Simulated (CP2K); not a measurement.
# One shape, several levels: CH2ClF (chlorofluoromethane)

We compute a comparison of 5 runs (BLYP-D3(BJ)/DZVP-MOLOPT-SR-GTH, PBE/DZVP-MOLOPT-SR-GTH, PBE/aug-cc-pVDZ, PBE/TZV2P-MOLOPT-PBE-GTH, revPBE-D3(BJ)/TZV2P-MOLOPT-PBE-GTH) of CH2ClF (chlorofluoromethane). 

The results are computed with CP2K 2026.2.

**1. The system as given**

The species is CH2ClF (5 atoms), meant as a singlet with charge 0. As SMILES, `FCCl`. The coordinates come from a PBE0-D4/def2-TZVP relaxation.

Bond lengths: F1–C2 1.355 Å, C2–Cl3 1.766 Å, C2–H4 1.089 Å, C2–H5 1.089 Å. Angles: F1–C2–Cl3 110.5°, F1–C2–H4 109.3°, F1–C2–H5 109.3°, Cl3–C2–H4 107.8°, Cl3–C2–H5 107.8°, H4–C2–H5 112.3°.

**2. The energy at BLYP-D3(BJ)/DZVP-MOLOPT-SR-GTH (core potential) (run 1)**

Input file gas.inp:

```
&GLOBAL
  PROJECT gas
  RUN_TYPE ENERGY
  PRINT_LEVEL MEDIUM
&END

&FORCE_EVAL
  METHOD QS
  &DFT
    BASIS_SET_FILE_NAME BASIS_MOLOPT
    POTENTIAL_FILE_NAME GTH_POTENTIALS
    CHARGE 0
    MULTIPLICITY 1
    ! Quickstep
    &QS
      METHOD GPW
      EPS_DEFAULT 1.0E-10
    &END
    ! real-space grids
    &MGRID
      CUTOFF 400
      REL_CUTOFF 50
      NGRIDS 4
    &END
    &POISSON
      PERIODIC NONE
      POISSON_SOLVER WAVELET
    &END
    ! SCF settings
    &SCF
      SCF_GUESS ATOMIC
      EPS_SCF 1.0E-06
      MAX_SCF 100
      ADDED_MOS 5
      &DIAGONALIZATION
        ALGORITHM STANDARD
      &END
      &MIXING
        METHOD DIRECT_P_MIXING
        ALPHA 0.4
      &END
    &END
    ! exchange and correlation
    &XC
      &XC_FUNCTIONAL BLYP
      &END
      &VDW_POTENTIAL
        POTENTIAL_TYPE PAIR_POTENTIAL
        &PAIR_POTENTIAL
          TYPE DFTD3(BJ)
          PARAMETER_FILE_NAME dftd3.dat
          REFERENCE_FUNCTIONAL BLYP
          R_CUTOFF 15
        &END
      &END
    &END
    ! extra output
    &PRINT
      &MOMENTS
        PERIODIC F
        REFERENCE COM
        MAX_MOMENT 1
      &END
      &MO ON
        ENERGIES T
        OCCUPATION_NUMBERS T
        NDIGITS 6
        &EACH
          QS_SCF 0
        &END
        ADD_LAST NUMERIC
      &END
      &HIRSHFELD OFF
      &END
    &END
  &END
  ! atoms, cell and kinds
  &SUBSYS
    ! vacuum box
    &CELL
      ABC [angstrom] 12.1 12.1 12.1
      PERIODIC NONE
    &END
    &COORD
      UNIT bohr
      F     -1.8338847     1.0592293     1.4484751
      C      0.1579055     0.1687903     0.1097364
      Cl    -0.7992975    -2.3298244    -1.8860601
      H      1.5724978    -0.5718311     1.4089420
      H      0.9027600     1.6736737    -1.0810745
    &END
    &TOPOLOGY
      &CENTER_COORDINATES
      &END
    &END
    &KIND F
      BASIS_SET DZVP-MOLOPT-SR-GTH-q7
      POTENTIAL GTH-BLYP-q7
    &END
    &KIND C
      BASIS_SET DZVP-MOLOPT-SR-GTH-q4
      POTENTIAL GTH-BLYP-q4
    &END
    &KIND Cl
      BASIS_SET DZVP-MOLOPT-SR-GTH-q7
      POTENTIAL GTH-BLYP-q7
    &END
    &KIND H
      BASIS_SET DZVP-MOLOPT-SR-GTH-q1
      POTENTIAL GTH-BLYP-q1
    &END
  &END
&END
```

Started as:

```console
$ OMP_NUM_THREADS=1 cp2k.psmp -i gas.inp > gas.out 2>&1
```

The program printed:

```text
CP2K| version string:                                       CP2K version 2026.2
[...]
 GLOBAL| Method name                                                        CP2K
[...]
 GLOBAL| Run type                                                         ENERGY
[...]
 DFT| Spin restricted Kohn-Sham (RKS) calculation                            RKS
 DFT| Multiplicity                                                             1
[...]
 DFT| Charge                                                                   0
[...]
 FUNCTIONAL| BECKE88:
 FUNCTIONAL| LYP:
[...]
 QS| Method:                                                                 GPW
[...]
 QS| Density cutoff [a.u.]:                                                200.0
[...]
 QS| Relative density cutoff [a.u.]:                                        25.0
[...]
                             - Atoms:                                          5
[...]
                             - Spherical basis functions:                     49
[...]
 Number of electrons:                                                         20
[...]
     1 P_Mix/Diag. 0.40E+00    2.8     0.91866452       -45.7752899350 -4.58E+01
[...]
    13 DIIS/Diag.  0.64E-06    2.3     0.00000050       -46.0280058153 -4.06E-12
  *** SCF run converged in    13 steps ***
[...]
  Overlap energy of the core charge distribution:               0.00000062622342
  Self energy of the core charge distribution:               -114.52578963679711
  Core Hamiltonian energy:                                     31.15931518686460
  Hartree energy:                                              47.31139390913594
  Exchange-correlation energy:                                 -9.96783065640420
  Dispersion energy:                                           -0.00509524428770
  Total energy:                                               -46.02800581526504
[...]
                     Mulliken Population Analysis
 #  Atom  Element  Kind  Atomic population                           Net charge
       1     F        1          7.156355                             -0.156355
       2     C        2          3.989428                              0.010572
       3     Cl       3          7.030383                             -0.030383
       4     H        4          0.911890                              0.088110
       5     H        4          0.911942                              0.088058
 # Total charge                             20.000000                 -0.000000
[...]
  Dipole moment [Debye]
    X=  0.1536364E+01 Y=  0.4995029E+00 Z=  0.3207872E-01  Total=      1.6158424
 ENERGY| Total FORCE_EVAL ( QS ) energy [hartree]            -46.028005815265040
[...]
```

Wall time 32 s (1 thread of Arm Neoverse V1, shared host); peak memory 1.2 GiB.

**3. The energy at PBE/DZVP-MOLOPT-SR-GTH (core potential) (run 2)**

Input file run.inp:

```
&GLOBAL
  PROJECT_NAME run
  RUN_TYPE ENERGY
  PRINT_LEVEL MEDIUM
&END

&FORCE_EVAL
  METHOD Quickstep
  &DFT
    BASIS_SET_FILE_NAME BASIS_MOLOPT
    POTENTIAL_FILE_NAME GTH_POTENTIALS
    CHARGE 0
    MULTIPLICITY 1
    &QS
      METHOD GPW
      EPS_DEFAULT 1.0E-10
    &END
    # plane-wave cutoff in Ry
    &MGRID
      CUTOFF 400
      REL_CUTOFF 50
      NGRIDS 4
    &END
    &POISSON
      PERIODIC NONE
      POISSON_SOLVER WAVELET
    &END
    # SCF settings
    &SCF
      SCF_GUESS ATOMIC
      EPS_SCF 1.0E-06
      MAX_SCF 40
      &OT ON
        MINIMIZER DIIS
        PRECONDITIONER FULL_ALL
      &END
      &OUTER_SCF
        EPS_SCF 1.0E-06
        MAX_SCF 10
      &END
    &END
    # exchange and correlation
    &XC
      &XC_FUNCTIONAL PBE
      &END
    &END
    &PRINT
      &MOMENTS
        PERIODIC F
        REFERENCE COM
        MAX_MOMENT 1
      &END
      &MO_CUBES
        NLUMO 1
        NHOMO -1
        WRITE_CUBE F
      &END
      &HIRSHFELD OFF
      &END
    &END
  &END
  # atoms, cell and kinds
  &SUBSYS
    &CELL
      ABC [angstrom] 12.1 12.1 12.1
      PERIODIC NONE
    &END
    &COORD
      F     -0.970450     0.560520     0.766500
      C      0.083560     0.089320     0.058070
      Cl    -0.422970    -1.232890    -0.998060
      H      0.832130    -0.302600     0.745580
      H      0.477720     0.885670    -0.572080
    &END
    &TOPOLOGY
      &CENTER_COORDINATES
      &END
    &END
    &KIND F
      BASIS_SET DZVP-MOLOPT-SR-GTH-q7
      POTENTIAL GTH-PBE-q7
    &END
    &KIND C
      BASIS_SET DZVP-MOLOPT-SR-GTH-q4
      POTENTIAL GTH-PBE-q4
    &END
    &KIND Cl
      BASIS_SET DZVP-MOLOPT-SR-GTH-q7
      POTENTIAL GTH-PBE-q7
    &END
    &KIND H
      BASIS_SET DZVP-MOLOPT-SR-GTH-q1
      POTENTIAL GTH-PBE-q1
    &END
  &END
&END
```

Started as:

```console
$ OMP_NUM_THREADS=1 cp2k.psmp run.inp > run.out
```

The program printed:

```text
CP2K| version string:                                       CP2K version 2026.2
[...]
 GLOBAL| Method name                                                        CP2K
[...]
 GLOBAL| Run type                                                         ENERGY
[...]
 DFT| Spin restricted Kohn-Sham (RKS) calculation                            RKS
 DFT| Multiplicity                                                             1
[...]
 DFT| Charge                                                                   0
[...]
 FUNCTIONAL| PBE:
 QS| Method:                                                                 GPW
[...]
 QS| Density cutoff [a.u.]:                                                200.0
[...]
 QS| Relative density cutoff [a.u.]:                                        25.0
[...]
                             - Atoms:                                          5
[...]
                             - Spherical basis functions:                     49
[...]
 Number of electrons:                                                         20
[...]
     1 OT DIIS     0.15E+00    3.1     0.21134788       -44.6397189196 -4.46E+01
[...]
    23 OT DIIS     0.15E+00    2.5     0.00000077       -46.0960594941 -1.23E-11
  *** SCF run converged in    23 steps ***
[...]
  Overlap energy of the core charge distribution:               0.00000064230883
  Self energy of the core charge distribution:               -114.18215636423278
  Core Hamiltonian energy:                                     31.08033733088178
  Hartree energy:                                              47.03775428228700
  Exchange-correlation energy:                                -10.03199538537540
  Total energy:                                               -46.09605949413058
[...]
                     Mulliken Population Analysis
 #  Atom  Element  Kind  Atomic population                           Net charge
       1     F        1          7.135222                             -0.135222
       2     C        2          4.050930                             -0.050930
       3     Cl       3          7.014124                             -0.014124
       4     H        4          0.899856                              0.100144
       5     H        4          0.899868                              0.100132
 # Total charge                             20.000000                  0.000000
[...]
  Dipole moment [Debye]
    X=  0.1506481E+01 Y=  0.5149821E+00 Z=  0.5986763E-01  Total=      1.5931967
[...]
 HOMO - LUMO gap [eV] :    6.988831
 ENERGY| Total FORCE_EVAL ( QS ) energy [hartree]            -46.096059494130579
[...]
```

It took 62 s on 1 thread of Arm Neoverse V1, shared host; peak memory 1.2 GiB.

Runs 3 to 4 aren't shown in full; the table further down has their settings and results.

**4. A single-point energy at revPBE-D3(BJ)/TZV2P-MOLOPT-PBE-GTH (core potential) (run 5)**

Input file molecule.xyz:

```xyz
5

F     -0.970450     0.560520     0.766500
C      0.083560     0.089320     0.058070
Cl    -0.422970    -1.232890    -0.998060
H      0.832130    -0.302600     0.745580
H      0.477720     0.885670    -0.572080
```

Input file gas.inp:

```
&GLOBAL
    PROJECT gas
    RUN_TYPE ENERGY
    PRINT_LEVEL MEDIUM
&END

&FORCE_EVAL
    METHOD QUICKSTEP
    &DFT
        BASIS_SET_FILE_NAME BASIS_MOLOPT_UZH
        POTENTIAL_FILE_NAME POTENTIAL_UZH
        &QS
            METHOD GPW
            EPS_DEFAULT 1.0E-10
        &END
        &MGRID
            CUTOFF 400
            REL_CUTOFF 50
            NGRIDS 4
        &END
        &POISSON
            PERIODIC NONE
            POISSON_SOLVER WAVELET
        &END
        &SCF
            SCF_GUESS ATOMIC
            EPS_SCF 1.0E-06
            MAX_SCF 150
            ADDED_MOS 5
            &DIAGONALIZATION
                ALGORITHM STANDARD
            &END
            &MIXING
                METHOD DIRECT_P_MIXING
                ALPHA 0.4
            &END
        &END
        &XC
            &XC_FUNCTIONAL
                &PBE
                    PARAMETRIZATION REVPBE
                &END
            &END
            &VDW_POTENTIAL
                POTENTIAL_TYPE PAIR_POTENTIAL
                &PAIR_POTENTIAL
                    TYPE DFTD3(BJ)
                    PARAMETER_FILE_NAME dftd3.dat
                    REFERENCE_FUNCTIONAL revPBE
                    R_CUTOFF 15
                &END
            &END
        &END
        &PRINT
            &MOMENTS
                PERIODIC F
                REFERENCE COM
                MAX_MOMENT 1
            &END
            &MO ON
                ENERGIES T
                OCCUPATION_NUMBERS T
                NDIGITS 6
                &EACH
                    QS_SCF 0
                &END
                ADD_LAST NUMERIC
            &END
            &HIRSHFELD OFF
            &END
        &END
    &END
    &SUBSYS
        &CELL
            ABC 12.1 12.1 12.1
            PERIODIC NONE
        &END
        &TOPOLOGY
            COORD_FILE_NAME molecule.xyz
            COORD_FILE_FORMAT XYZ
            &CENTER_COORDINATES
            &END
        &END
        &KIND F
            BASIS_SET TZV2P-MOLOPT-PBE-GTH-q7
            POTENTIAL GTH-PBE-q7
        &END
        &KIND C
            BASIS_SET TZV2P-MOLOPT-PBE-GTH-q4
            POTENTIAL GTH-PBE-q4
        &END
        &KIND Cl
            BASIS_SET TZV2P-MOLOPT-PBE-GTH-q7
            POTENTIAL GTH-PBE-q7
        &END
        &KIND H
            BASIS_SET TZV2P-MOLOPT-PBE-GTH-q1
            POTENTIAL GTH-PBE-q1
        &END
    &END
&END
```

Started as:

```console
$ OMP_NUM_THREADS=1 cp2k.psmp -i gas.inp -o gas.out
```

The program printed:

```text
CP2K| version string:                                       CP2K version 2026.2
[...]
 GLOBAL| Method name                                                        CP2K
[...]
 GLOBAL| Run type                                                         ENERGY
[...]
 DFT| Spin restricted Kohn-Sham (RKS) calculation                            RKS
 DFT| Multiplicity                                                             1
[...]
 DFT| Charge                                                                   0
[...]
 FUNCTIONAL| PBE:
[...]
 QS| Method:                                                                 GPW
[...]
 QS| Density cutoff [a.u.]:                                                200.0
[...]
 QS| Relative density cutoff [a.u.]:                                        25.0
[...]
                             - Atoms:                                          5
[...]
                             - Spherical basis functions:                    115
[...]
 Number of electrons:                                                         20
[...]
     1 P_Mix/Diag. 0.40E+00    3.1     0.63306853       -46.0751135174 -4.61E+01
[...]
    14 DIIS/Diag.  0.34E-06    2.6     0.00000027       -46.1554567143 -1.22E-12
  *** SCF run converged in    14 steps ***
[...]
  Overlap energy of the core charge distribution:               0.00000065974984
  Self energy of the core charge distribution:               -114.19927852628750
  Core Hamiltonian energy:                                     31.07162860988760
  Hartree energy:                                              47.06496319647768
  Exchange-correlation energy:                                -10.08639072350788
  Dispersion energy:                                           -0.00637993061993
  Total energy:                                               -46.15545671430018
[...]
                     Mulliken Population Analysis
 #  Atom  Element  Kind  Atomic population                           Net charge
       1     F        1          7.220617                             -0.220617
       2     C        2          3.629817                              0.370183
       3     Cl       3          7.290870                             -0.290870
       4     H        4          0.929288                              0.070712
       5     H        4          0.929408                              0.070592
 # Total charge                             20.000000                 -0.000000
[...]
  Dipole moment [Debye]
    X=  0.1581588E+01 Y=  0.6240630E+00 Z=  0.1371893E+00  Total=      1.7057828
 ENERGY| Total FORCE_EVAL ( QS ) energy [hartree]            -46.155456714300179
[...]
```

Run time: 38 s. Hardware: 1 thread of Arm Neoverse V1, shared host; peak memory 1.2 GiB.

**5. Overview of the runs**

```
run                                                level  core potential  iteration cap  energy (Eh)  dipole moment (D)  HOMO energy (eV)  LUMO energy (eV)  wall time
  1      BLYP-D3(BJ)/DZVP-MOLOPT-SR-GTH (core potential)        GTH-BLYP            100   -46.028006               1.62             -7.11             -0.11       32 s
  2              PBE/DZVP-MOLOPT-SR-GTH (core potential)         GTH-PBE             40   -46.096059               1.59             -7.24             -0.25       62 s
  3                                      PBE/aug-cc-pVDZ            none             50  -599.031752               1.73             -7.43             -0.79    3.1 min
  4            PBE/TZV2P-MOLOPT-PBE-GTH (core potential)         GTH-PBE            100   -46.096437               1.71             -7.36             -0.48       38 s
  5  revPBE-D3(BJ)/TZV2P-MOLOPT-PBE-GTH (core potential)         GTH-PBE            150   -46.155457               1.71             -7.33             -0.41       38 s
```

**6. Results**

| quantity | value |
| --- | --- |
| run 5: total energy | -46.15546 Eh |
| run 5: dipole moment | 1.71 D |
| run 5: HOMO energy | -7.33 eV |
| run 5: LUMO energy | -0.41 eV |
| run 5: HOMO–LUMO gap | 6.92 eV |
| run 5: dispersion energy | -16.75 kJ/mol |

What this shows: The dipole moment (its size) runs from 1.59 D (PBE/DZVP-MOLOPT-SR-GTH) to 1.73 D (PBE/aug-cc-pVDZ). The two ends differ in basis and core potential. The HOMO–LUMO gap runs from 6.63 eV (PBE/aug-cc-pVDZ) to 7.00 eV (BLYP-D3(BJ)/DZVP-MOLOPT-SR-GTH). The two ends differ in method and basis and core potential. Totals of different functionals can't be ranked against each other. Some runs of one species differ in core potentials or relativity; totals across that change don't compare. All runs together took 6 min, the longest 3.1 min.
